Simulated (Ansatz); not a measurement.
C4H7NO can be A, `O=C1CCCN1`, or B, `CC1(O)C=NC1`.

Computed with Ansatz on PBE0-D4/def2-TZVP structures; ΔE is electronic, products minus reactants. CCSD(T)/CBS adds triple-zeta CCSD(T) − MP2 to the extrapolated MP2 energy (def2 sets, frozen cores). DFT in def2-TZVPP. B3LYP here is the variant with VWN-RPA as its local correlation; programs differ in this. One conformer a species, not always the lowest.

Problem. Which isomer does CCSD(T)/CBS put lower? Give the gap. (Best estimate.)

Solution. The calculation gave: A, by 199.8 kJ/mol.

Problem. Give E(B) − E(A) in kJ/mol with r2SCAN-D4, B3LYP, CCSD/def2-TZVPP, B2PLYP, PBE0-D4, HF/def2-TZVPP, ωB97M-V. (An estimate is asked.)

Solution. Ansatz gave: r2SCAN-D4 224.4, B3LYP 217.5, CCSD/def2-TZVPP 202.8, B2PLYP 214.9, PBE0-D4 222.8, HF/def2-TZVPP 223.4, ωB97M-V 210.1. None reverses the order clearly.

Largest T1 diagnostic: 0.013.

From PBE to PBE0 (25 % exact exchange), in def2-TZVPP and without D4, E(B) − E(A) moves by +5.6 kJ/mol. In def2-TZVPP, CCSD(T) changes the Hartree–Fock value by −23.7 kJ/mol (the triples alone add −3.0 kJ/mol) and MP2 by −15.2 kJ/mol.
